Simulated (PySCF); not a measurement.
**Dipole moment and polarisability across levels of theory**

Species: C₅H₉N.
SMILES: `N(/C1CC1)=C\C`

PySCF, dipoles from the SCF density, polarisabilities from static response with core orbitals frozen. Geometry: PBE0-D3(BJ)/def2-SVP, one conformer, isolated molecule.

The anisotropy is √(½[(α1 − α2)² + (α2 − α3)² + (α3 − α1)²]).

```csv
level,μ (D),α (Å³),anisotropy (Å³)
LDA/def2-SVPD,1.302,11.26,6.20
PBE/def2-SVPD,1.248,11.11,6.15
B3LYP/def2-SVPD,1.357,10.74,5.76
PBE0/def2-SVPD,1.368,10.61,5.68
BHandHLYP/def2-SVPD,1.481,10.30,5.38
CAM-B3LYP/def2-SVPD,1.448,10.49,5.42
wB97X-D/def2-SVPD,1.434,10.50,5.42
LC-wPBE/def2-SVPD,1.500,10.14,5.10
HF/def2-SVPD,1.637,9.94,5.08
PBE0/6-31G*,1.246,9.05,5.61
PBE0/6-31+G*,1.413,10.18,5.66
PBE0/def2-SVP,1.287,9.39,5.65
PBE0/aug-cc-pVDZ,1.349,10.92,5.79
PBE0/def2-TZVP,1.321,10.47,5.83
```

The dipole runs from 1.25 D (PBE0/6-31G*) to 1.64 D (HF/def2-SVPD). No reference polarisability is at hand; against PBE0 in the largest diffuse basis at hand (aug-cc-pVDZ) the other PBE0 rows deviate by 6-31G* -17%, 6-31+G* -7%, def2-SVP -14%, def2-SVPD -3%, def2-TZVP -4%. In one basis (def2-SVPD) the functionals order the polarisability from HF (lowest) to LDA (highest), a spread of 13%. With PBE0 the polarisability is 9.64 Å³ without diffuse functions (mean of 6-31G*, def2-SVP and def2-TZVP) and 10.57 Å³ with them (mean of 6-31+G*, def2-SVPD and aug-cc-pVDZ).
